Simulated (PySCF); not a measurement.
Tert-butyl cation, C₄H₉ (cation, charge +1), SMILES C[C+](C)C (PBE0/def2-SVP optimised geometry):

```
13

C     -0.799     1.283     0.000
C     -0.071     0.018     0.000
C      1.388     0.018     0.000
C     -0.799    -1.240    -0.128
H     -0.892     1.554    -1.078
H     -0.246     2.108     0.469
H     -1.827     1.199     0.377
H      1.669     0.073    -1.078
H      1.828    -0.915     0.377
H      1.827     0.909     0.470
H     -0.892    -1.401    -1.227
H     -0.246    -2.108     0.256
H     -1.828    -1.194     0.255
```

Level of theory: PBE0/def2-TZVP (PySCF).

Question: What are the frontier orbital energies?

Answer: HOMO-2 -16.31 eV, HOMO-1 -16.15 eV, HOMO -16.15 eV, LUMO -8.59 eV, LUMO+1 -3.84 eV.

Meta-Löwdin charges at PBE0/def2-TZVP: C1 -0.36, C2 0.39, C3 -0.36, C4 -0.36, H5 0.21, H6 0.18, H7 0.18, H8 0.21, H9 0.18, H10 0.18, H11 0.21, H12 0.18, H13 0.18.
